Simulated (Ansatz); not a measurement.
The input, for Ansatz 0.2.0:

```yaml
crystal:
  periodic: [false, false, false]
  atoms:
    - {symbol: O, position_ang: [-1.214086, -0.027457, 0.000000]}
    - {symbol: H, position_ang: [-1.463396, 0.899119, 0.000000]}
    - {symbol: H, position_ang: [-0.010086, -0.027457, 0.000000]}
    - {symbol: O, position_ang: [1.306914, -0.027457, 0.000000]}
basis:
  gaussian: {orbitals: cc-pVDZ}
magnetization: {spin_polarized: true, initial_magnetization: 2}
correlation: {method: ccsdt_q, electrons: outside_noble_gas}
```

```sh
$ ansatz run in.yaml --threads 1 --pin off --events-out ev --progress --plain --max-ram 2393MiB
```

Log:

```
613 factors; integrals over basis functions are off by at most 2.4e-7 eV
mean field evaluation 1: about -4098.7345 eV, gradient 2.9e1 eV
mean field evaluation 2: about -4098.7503 eV, gradient 2.9e1 eV
mean field evaluation 4: about -4102.1078 eV, gradient 2.7e0 eV
mean field evaluation 8: about -4102.2293 eV, gradient 2.3e-1 eV
mean field evaluation 16: about -4102.2324 eV, gradient 9.1e-7 eV
mean field evaluation 32: about -4102.2321 eV, gradient 2.9e-2 eV
mean field evaluation 64: about -4101.6494 eV, gradient 5.1e0 eV
mean field evaluation 96: about -4096.4888 eV, gradient 2.9e1 eV
mean field evaluation 128: about -4102.2322 eV, gradient 1.5e-1 eV
mean field evaluation 160: about -4102.2013 eV, gradient 2.4e-6 eV
...
cycle  28  -9.68283578 eV  change    1.3e-6 eV  update   1.3e-5
cycle  29  -9.68283460 eV  change    1.2e-6 eV  update   9.2e-6
cycle  30  -9.68283739 eV  change   -2.8e-6 eV  update   6.2e-6
cycle  31  -9.68283900 eV  change   -1.6e-6 eV  update   4.1e-6
cycle  32  -9.68283982 eV  change   -8.2e-7 eV  update   2.3e-6
cycle  33  -9.68284045 eV  change   -6.3e-7 eV  update   1.4e-6
cycle  34  -9.68284008 eV  change    3.7e-7 eV  update   8.6e-7
cycle  35  -9.68283986 eV  change    2.2e-7 eV  update   7.0e-7
cycle  36  -9.68283942 eV  change    4.4e-7 eV  update   6.0e-7
cycle  37  -9.68283897 eV  change    4.5e-7 eV  update   5.1e-7
perturbative correction -0.02424034 eV, -0.0008908162 hartree
Total energy: -4111.93089239 eV, -151.1106731286 hartree
```

Ran on 1 thread of AMD EPYC 7R43, shared host: 49 s wall, 0.47 GiB peak host memory.
